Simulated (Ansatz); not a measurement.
**PH₄ (doublet): wave-function methods side by side at distance P1–H2 = 4.046 Å, 6-31G**

Aim: climb from Hartree-Fock through coupled cluster and multireference methods for PH₄ (doublet) at one geometry and basis, and see what each rung misses.

The runs use Ansatz 0.2.0, Gaussian basis; 6-31G, core rule «outside noble gas», up to 5 orbitals frozen.

To be run: UHF; CCSD(T) on ROHF; CCSD(T) on UHF; BCCD(T) on ROHF; CISD; CCSDT(Q) on ROHF; CCSDT(Q) on UHF; CISDTQ; CCSDTQ on ROHF; CCSDTQ on UHF; CASSCF and MRCISD+Q, 3 electrons in 3 orbitals; CASSCF and NEVPT2, 3 electrons in 3 orbitals; CASSCF and MRCISD+Q, 9 electrons in 8 orbitals; CASSCF and MRCISD+Q(relaxed), 9 electrons in 8 orbitals; CASSCF and NEVPT2, 9 electrons in 8 orbitals; Full CI.

15 further runs of the same task are left out: 11 that didn't finish, 4 set aside as unsound or not needed.

## (1) The geometry

The geometry derives from a PBE0/def2-TZVP stationary point (not a proven minimum). One bond is set to the value named and the two fragments are kept rigid.

5 atoms, charge 0, spin multiplicity 2.

Atoms are counted from 1 here; the program's logs count them from 0.

Bond lengths: P1–H3 1.410 Å, P1–H4 1.410 Å, P1–H5 1.519 Å. Angles: H3–P1–H4 99.8°, H3–P1–H5 92.8°, H4–P1–H5 92.8°.

## (2) UHF

in.yaml

```yaml
crystal:
  periodic: [false, false, false]
  atoms:
    - {symbol: P, position_ang: [0.040073, 0.000000, 0.072547]}
    - {symbol: H, position_ang: [0.348897, 0.000000, -3.961650]}
    - {symbol: H, position_ang: [-0.868184, 1.078238, 0.072547]}
    - {symbol: H, position_ang: [-0.868184, -1.078238, 0.072547]}
    - {symbol: H, position_ang: [0.156023, 0.000000, 1.587215]}
basis:
  gaussian: {orbitals: 6-31G}
magnetization: {spin_polarized: true, initial_magnetization: 1}
hamiltonian: {xc: hf}
output: {orbitals: {seedname: orbitals}}
```

On the command line:

```bash
ansatz run in.yaml --threads 1 --pin off --events-out ev --progress --plain --max-ram 2393MiB
```

Further steps of the session: CCSD(T) on ROHF; CCSD(T) on UHF; BCCD(T) on ROHF; CISD; CCSDT(Q) on ROHF; CCSDT(Q) on UHF; CISDTQ; CCSDTQ on ROHF; CCSDTQ on UHF; CASSCF and MRCISD+Q, 3 electrons in 3 orbitals; CASSCF and NEVPT2, 3 electrons in 3 orbitals; CASSCF and MRCISD+Q, 9 electrons in 8 orbitals; CASSCF and MRCISD+Q(relaxed), 9 electrons in 8 orbitals; CASSCF and NEVPT2, 9 electrons in 8 orbitals; Full CI.

Before running them: what should the planned runs give, taken together? Wanted: FCI below the RHF energy; RMP2 from FCI; UMP2 from FCI; RCCSD from FCI; RCCSD(T) from FCI; UCCSD(T) from FCI; RCCSDT(Q) from FCI; UCCSDT(Q) from FCI; NEVPT2 pair from FCI.

As calculated:

| quantity | value |
| --- | --- |
| FCI below the RHF energy | -2.3879 eV |
| RMP2 from FCI | +625.7 meV |
| UMP2 from FCI | +625.7 meV |
| RCCSD from FCI | +30.2 meV |
| RCCSD(T) from FCI | +7.7 meV |
| UCCSD(T) from FCI | +7.7 meV |
| RCCSDT(Q) from FCI | +0.3 meV |
| UCCSDT(Q) from FCI | +0.3 meV |
| NEVPT2 pair from FCI | +486.8 meV |
| MRCISD+Q pair from FCI | -8.3 meV |
| NEVPT2 valence from FCI | +203.6 meV |
| levels within 1 kcal/mol (43 meV) | RCCSD, UCCSD, RCCSD(T), UCCSD(T), BCCD(T), RCCSDT, UCCSDT, CISDTQ, RCCSDT(Q), UCCSDT(Q), RCCSDTQ, UCCSDTQ, MRCISD+Q pair, MRCISD valence, MRCISD+Q valence, MRCISD+Q(relaxed) valence |
| T1 diagnostic | 0.007 |
| effectively unpaired electrons | 1.03 |

**Reading.** RCCSD(T) misses by +7.7 meV, 0.3 % of the correlation energy. MRCISD+Q pair falls below full CI: the +Q correction isn't variational, and the cores differ from full CI's. One determinant dominates. Of the multireference levels listed MRCISD+Q(relaxed) valence comes nearest in total energy (+0.3 meV), which doesn't show that its space is the better one. These misses are within one basis, not against nature; the frozen cores of restricted and unrestricted runs differ, which can shift their rows.
